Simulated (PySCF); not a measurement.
Compound: C₃H₂O.
SMILES: `O=c1cc1`

Theory: PBE0-D3(BJ)/def2-SVP geometry optimisation, gas phase in PySCF 2.14.0.

Masses are those of the commonest isotopes; rigid-rotor values at the optimised geometry. 

Q: What are A, B and C (cm⁻¹)?

A: Ia = 15.75, Ib = 64.43, Ic = 80.18 u·Å²; 505379 MHz·u·Å²/I gives 32087, 7844 and 6303 MHz, that is A = 1.07030, B = 0.26164, C = 0.21024 cm⁻¹.

Q: What kind of rotor is it?

A: An asymmetric top; Ray's κ = -0.880.

Q: What does the inertial defect say?

A: Planar: Δ = Ic − Ia − Ib = 0.00 u·Å². For a rigid frame Δ = −2 Σ m c², so it vanishes when all atoms lie in the ab plane; here none is more than 0.01 Å from it.

Q: Give the coordinates in the principal-axis frame, origin at the centre of mass.

A: The sense of each axis is arbitrary; atoms in the order of the calculation.
```
atom  mass (u)   a (Å)   b (Å)  c (Å)
  O1    15.995   1.476   0.000  0.000
  C2    12.000   0.278   0.000  0.000
  C3    12.000  -0.986  -0.673  0.000
  C4    12.000  -0.986   0.673  0.000
  H5     1.008  -1.627  -1.557  0.000
  H6     1.008  -1.628   1.557  0.000
```

Q: Where do the levels up to J = 5 lie, in MHz?

A: Above 0(0,0):
J = 1: 1(0,1) 14147, 1(1,1) 38390, 1(1,0) 39931
J = 2: 2(0,2) 42369, 2(1,2) 65143, 2(1,1) 69765, 2(2,1) 142494, 2(2,0) 142566
J = 3: 3(0,3) 84526, 3(1,3) 105228, 3(1,2) 114471, 3(2,2) 184935, 3(2,1) 185289, 3(3,1) 310046, 3(3,0) 310048
J = 4: 4(0,4) 140410, 4(1,4) 158597, 4(1,3) 173991, 4(2,3) 241466, 4(2,2) 242523, 4(3,2) 366769, 4(3,1) 366783, 4(4,1) 541740, 4(4,0) 541740
J = 5: 5(0,5) 209765, 5(1,5) 225188, 5(1,4) 248243, 5(2,4) 312042, 5(2,3) 314477, 5(3,3) 437726, 5(3,2) 437784, 5(4,2) 612631, 5(4,1) 612632, 5(5,1) 837607, 5(5,0) 837607

Q: Which lines would a microwave search look for?

A: The dipole components are |μa| = 3.96 D, |μb| = 0.00 D, |μc| = 0.00 D; the symmetry axis of this C2v structure is a, so μb and μc vanish by symmetry and there are no b-type or c-type lines. Some lines, for components of 0.1 D or more:

```csv
type,branch,"J(Ka,Kc)",MHz,lower level (cm⁻¹)
a,Q,"1(1,0) ← 1(1,1)",1541,1.281
a,Q,"2(1,1) ← 2(1,2)",4622,2.173
a,R,"1(0,1) ← 0(0,0)",14147,0.000
a,R,"2(1,2) ← 1(1,1)",26753,1.281
a,R,"2(0,2) ← 1(0,1)",28222,0.472
a,R,"2(1,1) ← 1(1,0)",29834,1.332
```

Q: Estimate the classical rotational partition function at 25 K, 100 K and 500 K.

A: Point group C2v, symmetry number σ = 2; q = (√π/σ)·√((kT/h)³/(ABC)), k/h = 20836.6 MHz/K: 265 at 25 K, 2120 at 100 K, 23700 at 500 K.

No frequency check. These are rigid-rotor constants of the computed structure; measured ground-state constants (B0) also hold zero-point vibration.
